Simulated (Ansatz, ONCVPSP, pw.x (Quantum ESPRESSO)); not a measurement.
**magnesium (Mg) (bcc): variants of one ONCV potential in the solid**

Mg, optimised norm-conserving Vanderbilt (ONCV), made with ONCVPSP 4.0.1.1 (patched build) (LDA (Perdew-Wang 92), scalar-relativistic). Core [He], reference 2s2 2p6 3s2. Waves: 2s+3s: rc 1.20 bohr, ncon 4, nbas 7, qcut 9.4 1/bohr, 2 projectors; 2p: rc 1.20 bohr, ncon 3, nbas 7, qcut 11.2 1/bohr, local; d scattering state at 0.3 Ha: rc 1.25 bohr, ncon 4, nbas 9, qcut 8.6 1/bohr, 2 projectors, debl 1.5 Ha. Local part: the p channel. Core correction: none.

Crystal test: bcc Mg in pw.x 7.5, no spin, 13³ k-points, Fermi–Dirac smearing 0.01 Ry, cutoffs set for each file from its atomic test. The reference is all-electron LAPW (Ansatz 0.2.0) with the same functional, mesh and smearing; V0 and B0 come from Birch–Murnaghan fits to the pressures at five volumes. Errors are pseudo minus all-electron; Δ is the rms difference of the E(V) curves that follow from these fits, minima aligned, over ±6 % about the mean V0. Mesh and smearing are coarse, so the numbers serve the comparison and aren't converged zero-temperature values; the lattice is a test structure that the element need not adopt.

All-electron: a0 = 3.513 Å (V0 = 21.67 Å³/atom), B0 = 38.2 GPa.

Base: This is a poor potential for the solid.

3 further variants are left out: they gave no file fit for a test, a broken result, the same result as the base, or pressures whose basis-set error rivals the error shown.

A dash in a converged row means that the minimum lies outside the volumes sampled.

```json
{"change": "base", "cutoffs (Ry)": "130/520", "pw.x": "converged", "a0 (Å)": "–", "a0 error (%)": "–", "B0 error (%)": "–", "Δ (meV/atom)": "–", "mean pressure error (GPa)": "+2.61"}
{"change": "p: qcut 13.9", "cutoffs (Ry)": "170/680", "pw.x": "converged", "a0 (Å)": "3.557", "a0 error (%)": "+1.25", "B0 error (%)": "-6.9", "Δ (meV/atom)": "6.6", "mean pressure error (GPa)": "+1.46"}
```

Q: Give the row for: p: qcut 11.3.

A: pw.x: converged; mean pressure error (GPa): +2.54.
